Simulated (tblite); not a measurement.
Species: C5H6F (doublet state).
Atom-mapped SMILES: `[CH3:1][C:2]1=[C:3]([F:4])[CH:5][CH2:6]1` (hydrogens: H7, H8, H9 on C1; H10 on C5; H11, H12 on C6)
Bond orders are those of one Lewis drawing.

Computed with GFN2-xTB (tblite), gas phase: L-BFGS steps from a force-field or distance-geometry start until the largest atomic force falls under 0.01 eV/Å.

Step 7: E = -500.0962 eV
```
atom  x, y, z in Å  |  force x, y, z in eV/Å
C1     -1.7030    0.0270    0.2881   -0.284  -0.030   0.108
C2     -0.2373    0.0727    0.1850    0.210   0.326  -0.240
C3      0.7015    1.0746    0.0010    0.084  -0.339  -0.197
F4      0.5858    2.4032    0.1047    0.104   0.070  -0.105
C5      1.7547    0.2225   -0.3451   -0.197   0.199   0.063
C6      0.8400   -0.9709   -0.0707   -0.051   0.032  -0.230
H7     -2.0901   -0.9183   -0.1061    0.083   0.161   0.134
H8     -2.1866    0.8584   -0.2488    0.283  -0.226   0.177
H9     -1.9876    0.1128    1.3435   -0.138  -0.061  -0.085
H10     2.5859    0.3274   -1.0334   -0.185  -0.050   0.612
H11     1.0209   -1.6070    0.7934    0.367   0.163   0.036
H12     0.7171   -1.6032   -0.9377   -0.275  -0.245  -0.272
```

Step 8: E = -500.1282 eV
```
atom  x, y, z in Å  |  force x, y, z in eV/Å
C1     -1.7073    0.0266    0.2977   -0.162  -0.028   0.071
C2     -0.2351    0.0743    0.1857    0.085   0.273  -0.244
C3      0.7065    1.0780   -0.0161   -0.078  -0.378  -0.034
F4      0.5938    2.4128    0.1019    0.138  -0.216  -0.157
C5      1.7519    0.2198   -0.3580   -0.288   0.201   0.088
C6      0.8397   -0.9801   -0.0823   -0.095   0.238  -0.173
H7     -2.0919   -0.9178   -0.1046    0.105   0.178   0.170
H8     -2.1900    0.8557   -0.2432    0.288  -0.205   0.175
H9     -2.0119    0.1123    1.3513    0.001  -0.080  -0.189
H10     2.6074    0.3398   -1.0048   -0.087  -0.102   0.476
H11     1.0367   -1.6004    0.7958    0.295   0.193  -0.154
H12     0.7012   -1.6216   -0.9494   -0.202  -0.076  -0.029
```

Step 9: E = -500.1552 eV
```
atom  x, y, z in Å  |  force x, y, z in eV/Å
C1     -1.7113    0.0258    0.3072    0.021  -0.027   0.028
C2     -0.2355    0.0783    0.1819   -0.077   0.068  -0.178
C3      0.7093    1.0780   -0.0310   -0.254  -0.176   0.109
F4      0.6035    2.4164    0.0963    0.144  -0.345  -0.183
C5      1.7454    0.2197   -0.3678   -0.163   0.073   0.010
C6      0.8378   -0.9847   -0.0952   -0.144   0.286  -0.087
H7     -2.0917   -0.9149   -0.1004    0.081   0.091   0.150
H8     -2.1881    0.8504   -0.2356    0.197  -0.074   0.102
H9     -2.0328    0.1103    1.3553    0.103  -0.081  -0.166
H10     2.6250    0.3487   -0.9714    0.015  -0.123   0.355
H11     1.0558   -1.5905    0.7942    0.193   0.214  -0.314
H12     0.6838   -1.6383   -0.9596   -0.117   0.095   0.174
```

Problem. Estimate the geometry and energy of step 10. (The exact step hangs on the optimiser's Hessian estimate; all steps are aligned on step 9, rigid shifts and turns removed.)

Solution. E = -500.1794 eV, largest force 0.433 eV/Å
```
atom  x, y, z in Å  |  force x, y, z in eV/Å
C1     -1.7143    0.0247    0.3161    0.182  -0.026  -0.017
C2     -0.2385    0.0822    0.1754   -0.232  -0.164  -0.065
C3      0.7072    1.0758   -0.0425   -0.263   0.049   0.156
F4      0.6150    2.4137    0.0875    0.102  -0.279  -0.170
C5      1.7374    0.2207   -0.3774   -0.066  -0.051  -0.049
C6      0.8331   -0.9842   -0.1084   -0.140   0.204  -0.012
H7     -2.0902   -0.9109   -0.0937    0.024  -0.062   0.085
H8     -2.1827    0.8445   -0.2268    0.060   0.102  -0.009
H9     -2.0499    0.1070    1.3563    0.172  -0.067  -0.050
H10     2.6415    0.3545   -0.9333    0.126  -0.120   0.230
H11     1.0770   -1.5770    0.7861    0.082   0.196  -0.377
H12     0.6656   -1.6517   -0.9655   -0.047   0.220   0.277
```

The energy changes by -0.0242 eV. The first-order estimate −F·Δx gives -0.0336 eV and the mean of the old and new forces, exact on a quadratic surface, -0.0242 eV. The step makes an angle of 59° with the force vector and moves no atom by more than 0.042 Å.

What follows is the cost of the whole relaxation. On Arm Neoverse V1, one thread, shared host with 64 logical CPUs at a one-minute load of 42, this took 0.3 s wall.
